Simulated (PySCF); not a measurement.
# Working out the ionisation energy of Ar

Ar [Ar] (1S) → Ar⁺ [Ne] 3s2 3p5 (2P). Computed with PySCF 2.14 in ANO-RCC-VTZP, with scalar relativity by spin-free X2C-1e. Frozen: 1s2. Energies in hartree (1 hartree = 27.21139 eV):

| part | Ar (lower) | Ar⁺ (upper) |
| --- | --- | --- |
| UHF | -528.624651 | -528.090217 |
| MP2 opposite-spin | -0.178836 | -0.150724 |
| MP2 same-spin | -0.062989 | -0.048683 |

Question: What does Hartree-Fock give?

Answer: (-528.090217) − (-528.624651) = 0.534434 hartree = 14.543 eV.

Question: What do MP2 and SCS-MP2 (6/5 opposite-spin, 1/3 same-spin) give?

Answer: The opposite-spin parts differ by 0.765 eV and the same-spin parts by 0.389 eV. MP2: 14.543 + (0.765) + (0.389) = 15.697 eV. SCS-MP2: 14.543 + 1.2 × (0.765) + (0.389)/3 = 15.591 eV.

Measured between the centres of the two terms (NIST): 15.819 eV, so MP2 (valence and next inner shell) is off by -0.122 eV.

What remains against the reference includes basis incompleteness, the frozen core and correlation beyond second order.
